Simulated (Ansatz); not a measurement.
# Nudged elastic band run: BFH5N

Input:

```yaml
crystal:
  periodic: [false, false, false]
  atoms:
    - { symbol: B, position_ang: [0.052529, 0.099729, 0.154862] }
    - { symbol: H, position_ang: [0.191132, -0.637897, 1.139673] }
    - { symbol: F, position_ang: [1.157301, 0.141571, -0.70367] }
    - { symbol: H, position_ang: [-1.043382, 0.025225, -0.416534] }
    - { symbol: "N", position_ang: [0.025165, 1.630259, 0.829628] }
    - { symbol: H, position_ang: [0.905761, 1.825316, 1.329214] }
    - { symbol: H, position_ang: [-0.085167, 2.351234, 0.100892] }
    - { symbol: H, position_ang: [-0.75204, 1.727262, 1.498235] }
basis:
  gaussian: { orbitals: def2-SVP }
hamiltonian:
  xc: pbe
  dispersion: d4
neb:
  order_check: false
  images: 6
  f_tol: 0.05
  max_iterations: 60
  climbing: false
  final_atoms:
    - { symbol: B, position_ang: [0.2546003, 0.62490216, -0.75344876] }
    - { symbol: H, position_ang: [-0.77181814, 0.16297413, 3.16615774] }
    - { symbol: F, position_ang: [1.39824607, -0.00448108, -1.08426909] }
    - { symbol: H, position_ang: [-0.78104148, 0.30932913, -1.31092486] }
    - { symbol: "N", position_ang: [0.2804309, 1.62691267, 0.2288103] }
    - { symbol: H, position_ang: [1.13638401, 1.91634548, 0.70567936] }
    - { symbol: H, position_ang: [-0.55220569, 2.14420376, 0.50602285] }
    - { symbol: H, position_ang: [-0.51329696, 0.38251274, 2.47427246] }
  initial_path:
    images:
      - { positions_ang: [[0.052529, 0.099729, 0.154862], [0.191132, -0.637897, 1.139673], [1.157301, 0.141571, -0.70367], [-1.043382, 0.025225, -0.416534], [0.025165, 1.630259, 0.829628], [0.905761, 1.825316, 1.329214], [-0.085167, 2.351234, 0.100892], [-0.75204, 1.727262, 1.498235]] }
      - { positions_ang: [[0.0294797, 0.0763134, 0.10282622], [0.12676439, -0.46394401, 1.24605576], [1.14575158, 0.10092401, -0.69795405], [-1.04691027, 0.0381933, -0.47608093], [0.0497973, 1.66422236, 0.76674468], [0.79224486, 1.85464453, 1.39971846], [-0.11959268, 2.41153499, 0.07436473], [-0.52623588, 1.48081042, 1.51662514]] }
      - { positions_ang: [[0.0064304, 0.05289779, 0.05079043], [0.06239677, -0.28999101, 1.35243851], [1.13420215, 0.06027703, -0.6922381], [-1.05043853, 0.0511616, -0.53562787], [0.07442961, 1.69818573, 0.70386136], [0.67872872, 1.88397305, 1.47022293], [-0.15401836, 2.47183598, 0.04783746], [-0.30043176, 1.23435883, 1.53501527]] }
      - { positions_ang: [[-0.0166189, 0.02948219, -0.00124535], [-0.00197084, -0.11603802, 1.45882127], [1.12265273, 0.01963004, -0.68652215], [-1.0539668, 0.0641299, -0.5951748], [0.09906191, 1.73214909, 0.64097804], [0.56521258, 1.91330158, 1.54072739], [-0.18844404, 2.53213697, 0.02131019], [-0.07462765, 0.98790725, 1.55340541]] }
      - { positions_ang: [[0.01224843, 0.10450692, -0.13100403], [-0.13953515, -0.00162786, 1.74831909], [1.15707345, -0.00123454, -0.74089344], [-1.01648958, 0.10471621, -0.72294492], [0.13552847, 1.73167104, 0.55514694], [0.59815872, 1.92630579, 1.45165101], [-0.25516385, 2.50256122, 0.07918602], [-0.0405215, 0.79580021, 1.69283934]] }
      - { positions_ang: [[0.09303239, 0.277972, -0.33848561], [-0.35029615, 0.05323947, 2.22093197], [1.23746432, -0.00231672, -0.85535199], [-0.93800688, 0.17292051, -0.91893823], [0.18382928, 1.69675159, 0.44636806], [0.77756715, 1.92298569, 1.20299379], [-0.35417779, 2.38310873, 0.22146496], [-0.19811332, 0.65803772, 1.95331704]] }
      - { positions_ang: [[0.17381634, 0.45143708, -0.54596718], [-0.56105715, 0.1081068, 2.69354486], [1.3178552, -0.0033989, -0.96981054], [-0.85952418, 0.24112482, -1.11493154], [0.23213009, 1.66183213, 0.33758918], [0.95697558, 1.91966558, 0.95433658], [-0.45319174, 2.26365625, 0.3637439], [-0.35570514, 0.52027523, 2.21379475]] }
      - { positions_ang: [[0.2546003, 0.62490216, -0.75344876], [-0.77181814, 0.16297413, 3.16615774], [1.39824607, -0.00448108, -1.08426909], [-0.78104148, 0.30932913, -1.31092486], [0.2804309, 1.62691267, 0.2288103], [1.13638401, 1.91634548, 0.70567936], [-0.55220569, 2.14420376, 0.50602285], [-0.51329696, 0.38251274, 2.47427246]] }
```

Run as:

```bash
$ ansatz run input.yaml --threads 1 --pin off --max-ram 2048MiB --backend cpu --events-out ev --progress --plain --runs-dir out
```

Output, in part (warnings, iteration lines, the closing report on the highest movable image, with atoms numbered from 0):

```
NEB end point (image 0): max|allowed force component| = 1.070e-3 eV/Å (the criterion of neb.relax_end_points is 1.000e-2)
NEB end point (image 7): max|allowed force component| = 2.045e-2 eV/Å (the criterion of neb.relax_end_points is 1.000e-2)
NEB iter   1: max|band force component| = 8.511e0 eV/Å  barrier→ = 3.9704 eV  barrier← = 4.1732 eV  Δτ_max = 0.1917 Å  (198 SCF iters)
NEB iter   2: max|band force component| = 5.160e0 eV/Å  barrier→ = 2.5565 eV  barrier← = 2.7592 eV  Δτ_max = 0.2000 Å  (194 SCF iters)
NEB iter   3: max|band force component| = 1.968e0 eV/Å  barrier→ = 2.0077 eV  barrier← = 2.2105 eV  Δτ_max = 0.2000 Å  (181 SCF iters)
NEB iter   4: max|band force component| = 3.341e0 eV/Å  barrier→ = 1.7590 eV  barrier← = 1.9618 eV  Δτ_max = 0.1020 Å  (173 SCF iters)
NEB iter   5: max|band force component| = 1.420e0 eV/Å  barrier→ = 1.2658 eV  barrier← = 1.4685 eV  Δτ_max = 0.1987 Å  (159 SCF iters)
NEB iter   6: max|band force component| = 9.902e-1 eV/Å  barrier→ = 1.0727 eV  barrier← = 1.2755 eV  Δτ_max = 0.1971 Å  (172 SCF iters)
NEB iter   7: max|band force component| = 1.298e0 eV/Å  barrier→ = 0.9085 eV  barrier← = 1.1112 eV  Δτ_max = 0.0820 Å  (165 SCF iters)
NEB iter   8: max|band force component| = 5.399e-1 eV/Å  barrier→ = 0.8353 eV  barrier← = 1.0381 eV  Δτ_max = 0.0828 Å  (161 SCF iters)
NEB iter   9: max|band force component| = 3.030e-1 eV/Å  barrier→ = 0.8621 eV  barrier← = 1.0649 eV  Δτ_max = 0.1014 Å  (164 SCF iters)
NEB iter  10: max|band force component| = 2.071e0 eV/Å  barrier→ = 0.8836 eV  barrier← = 1.0863 eV  Δτ_max = 0.0494 Å  (170 SCF iters)
NEB iter  11: max|band force component| = 5.757e-1 eV/Å  barrier→ = 0.8806 eV  barrier← = 1.0834 eV  Δτ_max = 0.0658 Å  (167 SCF iters)
NEB iter  12: max|band force component| = 2.559e-1 eV/Å  barrier→ = 1.0182 eV  barrier← = 1.2210 eV  Δτ_max = 0.0265 Å  (165 SCF iters)
NEB iter  13: max|band force component| = 1.006e-1 eV/Å  barrier→ = 0.9771 eV  barrier← = 1.1798 eV  Δτ_max = 0.0202 Å  (160 SCF iters)
NEB iter  14: max|band force component| = 5.367e-2 eV/Å  barrier→ = 0.9610 eV  barrier← = 1.1637 eV  Δτ_max = 0.0088 Å  (155 SCF iters)
NEB iter  15: max|band force component| = 7.794e-2 eV/Å  barrier→ = 0.9481 eV  barrier← = 1.1508 eV  Δτ_max = 0.0044 Å  (149 SCF iters)
NEB iter  16: max|band force component| = 1.263e-2 eV/Å  barrier→ = 0.9501 eV  barrier← = 1.1528 eV  Δτ_max = 0.0000 Å  (280 SCF iters)
Total energy: -4955.90057698 eV, -182.1259869739 hartree
Atom 0 at     0.070273     0.483798    -0.028029 Å, force     0.154132     0.854660    -0.471363 eV/Å
Atom 1 at    -0.262570    -0.319203     1.434116 Å, force    -0.156237     0.025131     0.816289 eV/Å
Atom 2 at     1.216112    -0.181078    -0.318943 Å, force    -0.110138    -0.029314     0.221700 eV/Å
Atom 3 at    -0.965051     0.125234    -0.566409 Å, force     0.005912     0.039799     0.058726 eV/Å
Atom 4 at     0.170613     1.840248     0.506847 Å, force     0.233532     0.334527    -0.725267 eV/Å
Atom 5 at     1.023792     2.157617     0.964699 Å, force     0.025003     0.183856    -0.077681 eV/Å
Atom 6 at    -0.562363     2.532265     0.395792 Å, force    -0.025538     0.199106    -0.063478 eV/Å
Atom 7 at    -0.239507     0.523818     1.544227 Å, force    -0.126668    -1.607765     0.241073 eV/Å
Dipole moment:    -0.130863     0.423999     0.293335 e Å
```

The run converged. No image climbed, so the highest image needn't sit at the top of the path. The orbitals stay closed-shell, which can raise the energy where a bond breaks towards radicals; this wasn't checked here.

Final band (atoms are numbered from 1 in the order of the input):

```
image  path coordinate (Å)  energy (kcal/mol)  B1–H2 (Å)  N5–H8 (Å)  H2–H8 (Å)
    0                 0.00                0.0       1.24       1.03       2.57
    1                 0.77                1.0       1.24       1.03       2.33
    2                 1.53               14.6       1.30       1.07       1.53
    3                 2.30               21.9       1.70       1.73       0.85
    4                 3.06               -0.3       2.43       2.35       0.77
    5                 3.83               -3.9       3.17       2.71       0.77
    6                 4.60               -4.5       3.68       2.72       0.77
    7                 5.36               -4.7       4.08       2.69       0.77
```

The run took 2.2 min on 1 thread of Arm Neoverse V1, with other jobs on the host, peak memory 0.11 GiB.
